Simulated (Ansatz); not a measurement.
C$_{3}$H$_{6}$F, SMILES `[CH2]C(C)F` radical at its PBE0-D4/def2-TZVP geometry, where that method's forces vanish. The species carries charge 0 and has multiplicity 2.

```xyz
10

C    -0.5564   -0.0335    1.2854
C     0.0592   -0.5462    0.0463
C     0.3198    0.5175   -0.9966
F     1.2667   -1.1714    0.3613
H    -0.3880   -0.5517    2.2199
H    -1.2750    0.7742    1.2469
H    -0.5708   -1.3379   -0.3925
H     0.9789    1.2889   -0.5946
H    -0.6208    0.9840   -1.2979
H     0.7863    0.0760   -1.8782
```

What forces (eV/Å) does ωB97M-V/def2-TZVPP give on these atoms in the Gaussian-basis code of Ansatz? (Estimate.)

The calculation gave: 
```
C1  -0.098  0.044  0.155
C2  -0.258 -0.063 -0.084
C3   0.040  0.131 -0.133
F4   0.204 -0.091  0.051
H5  -0.005  0.048 -0.096
H6   0.077 -0.071 -0.006
H7   0.055  0.068  0.041
H8  -0.047 -0.062 -0.025
H9   0.066 -0.036  0.026
H10 -0.035  0.031  0.071
```
